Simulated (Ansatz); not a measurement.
# Si₂NH₅: how energies converge with the basis set

How large a basis does Si₂NH₅ need? Two functionals are run in growing sets.

Method: one geometry, several basis sets; program: Ansatz 0.2.0, Gaussian basis.

The runs, in order: PBE0-D4/def2-SVP; ωB97M-V/def2-SVP; PBE0-D4/def2-QZVPP; ωB97M-V/def2-QZVPP; the functionals' def2-TZVPP values are taken from earlier runs.

**1. The geometry**

The geometry comes from an earlier relaxation with PBE0-D4 in a triple-zeta def2 set; it is a stationary point, not always the lowest conformer.

8 atoms, charge 0, spin multiplicity 1.

Atoms are counted from 1 here; the program's logs count them from 0.

Bond lengths: N1–Si2 1.719 Å, N1–Si3 1.747 Å, N1–H4 1.011 Å, Si2–H5 1.538 Å, Si3–H6 1.484 Å, Si3–H7 1.484 Å, Si3–H8 1.489 Å. Angles: Si2–N1–Si3 126.1°, Si2–N1–H4 117.1°, Si3–N1–H4 116.8°, N1–Si2–H5 93.3°, N1–Si3–H6 110.7°, N1–Si3–H7 110.7°, N1–Si3–H8 108.2°, H6–Si3–H7 109.0°, H6–Si3–H8 109.2°, H7–Si3–H8 109.2°.

**2. PBE0-D4 in def2-SVP**

The input, in.yaml:

```yaml
crystal:
  periodic: [false, false, false]
  atoms:
    - {symbol: N, position_ang: [-0.713588, 0.003786, -0.646674]}
    - {symbol: Si, position_ang: [-0.432426, 1.402134, -1.605403]}
    - {symbol: Si, position_ang: [0.274377, -0.546487, 0.685237]}
    - {symbol: H, position_ang: [-1.526092, -0.553569, -0.872471]}
    - {symbol: H, position_ang: [0.839671, 1.787570, -0.830814]}
    - {symbol: H, position_ang: [0.325400, 0.477909, 1.757298]}
    - {symbol: H, position_ang: [1.655823, -0.835443, 0.227706]}
    - {symbol: H, position_ang: [-0.330865, -1.793000, 1.229220]}
basis:
  gaussian: {orbitals: def2-SVP}
hamiltonian: {xc: pbe0, dispersion: d4}
output: {orbitals: {seedname: orbitals}}
```

Launch:

```sh
$ ansatz run in.yaml --threads 2 --pin off --events-out ev --progress --plain --max-ram 4352MiB
```

What it wrote:

```text
Functional definition: PBE0
  name "PBE0"
  cite "Adamo & Barone, J. Chem. Phys. 110, 6158 (1999) doi:10.1063/1.478522"
  cite "Perdew, Burke & Ernzerhof, Phys. Rev. Lett. 77, 3865 (1996) doi:10.1103/PhysRevLett.77.3865"
  parent pbe
  parameter a = 0.25
  parameter kappa = 0.804
  parameter beta = 0.06672455060314922
  exchange = (1 - a)*pbe_x(kappa = kappa, mu = beta*pi^2/3) + a*exact_x
  correlation = pbe_c(beta = beta)
733 factors; integrals over basis functions are off by at most 1.1e-3 eV
mean field evaluation 1: about -17306.7000 eV, gradient 4.9e1 eV
mean field evaluation 2: about -17290.5282 eV, gradient 9.0e1 eV
mean field evaluation 4: about -17311.6434 eV, gradient 2.2e0 eV
mean field evaluation 8: about -17311.6969 eV, gradient 7.2e-2 eV
mean field evaluation 16: about -17311.6969 eV, gradient 3.1e-5 eV
mean field -17311.69692602 eV, -636.1931277417 hartree, gradient 3.1e-5 eV, S^2 0.000000; 0 other end points of the search recorded, 0 dependent functions left out
reference -17311.69695244 eV, -636.1931287125 hartree; 20, 20 occupied and 55, 55 virtual orbitals, 733 factors
Total energy: -17311.84477790 eV, -636.1985611980 hartree
```

Run time: 0.85 s. Hardware: 2 threads of Arm Neoverse V2, shared host.

**3. ωB97M-V in def2-SVP**

Edit in.yaml of step 2 so:

```diff
@@ -13,3 +13,3 @@
   gaussian: {orbitals: def2-SVP}
-hamiltonian: {xc: pbe0, dispersion: d4}
+hamiltonian: {xc: {name: wB97M-V}}
 output: {orbitals: {seedname: orbitals}}
```

The command is unchanged.

What it wrote, cut to the lines that bear on the results:

```text
Functional definition: wB97M-V
  name "wB97M-V"
  cite "Mardirossian & Head-Gordon, J. Chem. Phys. 144, 214110 (2016) doi:10.1063/1.4952647"
  cite "Becke, J. Chem. Phys. 107, 8554 (1997) doi:10.1063/1.475007"
  cite "Vydrov & Van Voorhis, J. Chem. Phys. 133, 244103 (2010) doi:10.1063/1.3521275"
  # Of w^i u^j: cxij and so on, Table III.
[...]
  gx(w, u) = 1 - cx + cx01*u + cx10*w
  gss(w, u) = css00 + css04*u^4 + css10*w + css20*w^2 + css43*w^4*u^3
  gos(w, u) = cos00 + cos10*w + (cos20 + cos21*u)*w^2 + (cos60 + cos61*u)*w^6
[...]
      + integral(e_c_pw_mod_opposite_spin*gos(b97_w_opposite, b97_u_opposite)) + vv10(b, c)
733 factors; integrals over basis functions are off by at most 1.1e-3 eV
274 factors; integrals over basis functions are off by at most 7.1e-6 eV
[...]
mean field -17318.30929904 eV, -636.4361279679 hartree, gradient 1.7e-5 eV, S^2 0.000000; 0 other end points of the search recorded, 0 dependent functions left out
reference -17318.30934021 eV, -636.4361294810 hartree; 20, 20 occupied and 55, 55 virtual orbitals, 733 factors
Total energy: -17318.30934021 eV, -636.4361294810 hartree
```

Wall time 3.4 s (2 threads of Arm Neoverse V2, shared host).

**4. PBE0-D4 in def2-QZVPP**

Edit in.yaml of step 3 so:

```diff
@@ -12,4 +12,4 @@
 basis:
-  gaussian: {orbitals: def2-SVP}
-hamiltonian: {xc: {name: wB97M-V}}
+  gaussian: {orbitals: "def2-QZVPP.json"}
+hamiltonian: {xc: pbe0, dispersion: d4}
 output: {orbitals: {seedname: orbitals}}
```

Same command.

What it wrote:

```text
Functional definition: PBE0
  name "PBE0"
  cite "Adamo & Barone, J. Chem. Phys. 110, 6158 (1999) doi:10.1063/1.478522"
  cite "Perdew, Burke & Ernzerhof, Phys. Rev. Lett. 77, 3865 (1996) doi:10.1103/PhysRevLett.77.3865"
  parent pbe
  parameter a = 0.25
  parameter kappa = 0.804
  parameter beta = 0.06672455060314922
  exchange = (1 - a)*pbe_x(kappa = kappa, mu = beta*pi^2/3) + a*exact_x
  correlation = pbe_c(beta = beta)
1247 factors; their error is unknown
mean field evaluation 1: about -17312.3165 eV, gradient 6.2e1 eV
mean field evaluation 2: about -17285.9788 eV, gradient 1.1e2 eV
mean field evaluation 4: about -17319.7080 eV, gradient 4.2e0 eV
mean field evaluation 8: about -17319.7489 eV, gradient 3.2e-2 eV
mean field -17319.76048530 eV, -636.4894580794 hartree, gradient 5.7e-5 eV, S^2 0.000000; 0 other end points of the search recorded, 0 dependent functions left out
reference -17319.76052394 eV, -636.4894594995 hartree; 20, 20 occupied and 327, 327 virtual orbitals, 1247 factors
Total energy: -17319.90834940 eV, -636.4948919850 hartree
```

Run time: 5 s. Hardware: 2 threads of Arm Neoverse V2, shared host; peak memory 0.89 GiB.

**5. ωB97M-V in def2-QZVPP**

Edit in.yaml of step 4 so:

```diff
@@ -13,3 +13,3 @@
   gaussian: {orbitals: "def2-QZVPP.json"}
-hamiltonian: {xc: pbe0, dispersion: d4}
+hamiltonian: {xc: {name: wB97M-V}}
 output: {orbitals: {seedname: orbitals}}
```

Launched as before.

What it wrote, cut to the lines that bear on the results:

```text
Functional definition: wB97M-V
  name "wB97M-V"
  cite "Mardirossian & Head-Gordon, J. Chem. Phys. 144, 214110 (2016) doi:10.1063/1.4952647"
  cite "Becke, J. Chem. Phys. 107, 8554 (1997) doi:10.1063/1.475007"
  cite "Vydrov & Van Voorhis, J. Chem. Phys. 133, 244103 (2010) doi:10.1063/1.3521275"
  # Of w^i u^j: cxij and so on, Table III.
[...]
  gx(w, u) = 1 - cx + cx01*u + cx10*w
  gss(w, u) = css00 + css04*u^4 + css10*w + css20*w^2 + css43*w^4*u^3
  gos(w, u) = cos00 + cos10*w + (cos20 + cos21*u)*w^2 + (cos60 + cos61*u)*w^6
[...]
      + integral(e_c_pw_mod_opposite_spin*gos(b97_w_opposite, b97_u_opposite)) + vv10(b, c)
1207 factors; their error is unknown
301 factors; integrals over basis functions are off by at most 1.3e-5 eV
[...]
mean field -17326.44326766 eV, -636.7350458016 hartree, gradient 2.6e-5 eV, S^2 0.000000; 0 other end points of the search recorded, 0 dependent functions left out
reference -17326.44332940 eV, -636.7350480703 hartree; 20, 20 occupied and 327, 327 virtual orbitals, 1207 factors
Total energy: -17326.44332940 eV, -636.7350480703 hartree
```

Wall time 14 s (2 threads of Arm Neoverse V2, shared host); peak memory 1.1 GiB.

**6. Density functionals: the series**

The def2-TZVPP values come from earlier runs at the same geometry.

| functional | basis | functions | energy (eV) | from the largest (eV) | HOMO (eV) | LUMO (eV) |
| --- | --- | --- | --- | --- | --- | --- |
| PBE0-D4 | def2-SVP | 75 | -17311.8448 | 8.064 | -6.45 | -1.79 |
| PBE0-D4 | def2-TZVPP | 185 | -17319.2719 | 0.636 | -6.52 | -1.90 |
| PBE0-D4 | def2-QZVPP | 347 | -17319.9083 | 0.000 | -6.54 | -1.95 |
| ωB97M-V | def2-SVP | 75 | -17318.3093 | 8.134 | -8.49 | 0.30 |
| ωB97M-V | def2-TZVPP | 185 | -17325.8496 | 0.594 | -8.61 | 0.06 |
| ωB97M-V | def2-QZVPP | 347 | -17326.4433 | 0.000 | -8.64 | -0.05 |

**7. Summary of results**

| quantity | value |
| --- | --- |
| PBE0-D4: double and triple zeta above quadruple | 8.06, 0.64 eV |
| ωB97M-V: double and triple zeta above quadruple | 8.13, 0.59 eV |

In words: For PBE0-D4 the step from double to triple zeta gains 7.43 eV and the next only 0.64 eV. These are total energies; as a rule much of such shifts cancels in differences, which this series doesn't test.

For PBE0-D4 the largest set took about 6 times as long as the smallest (5 s against 0.85 s).
